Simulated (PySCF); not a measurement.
Species: H3O4P.
Z-matrix (Å and degrees, PBE0-D3(BJ)/def2-SVP geometry), rows numbered from 1:
```
O 
P   1  1.4715
O   2  1.6128  1  116.17
O   2  1.6113  1  115.61  3   119.64
O   2  1.6000  1  114.91  3  -119.94
H   3  0.9655  2  110.08  1     0.11
H   4  0.9652  2  109.95  1     0.67
H   5  0.9654  2  113.45  1   172.44
```

Level: CAM-B3LYP/def2-SVPD in PySCF, non-relativistic, on one gas-phase PBE0-D3(BJ)/def2-SVP geometry that isn't relaxed in the solvent. The solvent is an IEF-PCM continuum (Bondi radii, 1.10 Å for H, scaled by 1.2), and excitations are vertical TDDFT with non-equilibrium linear response and a frozen core. Only the electrostatic response of the medium enters.

```
run  E − E(gas) (kJ/mol)  HOMO (eV)  HOMO–LUMO gap (eV)  dipole (D)  lowest singlet (eV)  static polarisability (au)
gas                 0.00     -10.58               10.90        2.48                 7.75                        37.8
  P               -60.76     -10.76               11.44        3.11                 8.18                        47.5
  Q               -28.25     -10.66               11.18        2.77                 7.97                        41.8
```

Q: The runs were made in acetonitrile and benzene. Which run belongs to which solvent?

A: P = acetonitrile, Q = benzene. The dielectric constants are 2.271 (benzene), 35.69 (acetonitrile), and the energy falls further as ε rises. The optical constants n² used for the excitations are 2.25, 1.81 in the same order. In this model the ground state sees the solvent through ε alone.

Q: How constant is the ratio of the lowering to (ε − 1)/(2ε + 1)?

A: 
```csv
solvent,(ε − 1)/(2ε + 1),E − E(gas) (kJ/mol),ratio (kJ/mol),polarisation term (kJ/mol)
benzene,0.229,-28.25,-123.2,-29.76
acetonitrile,0.479,-60.76,-126.8,-67.90
```

The ratio changes by +2.9 % in size from benzene to acetonitrile. The polarisation term is half the interaction of the solute with the induced surface charges.
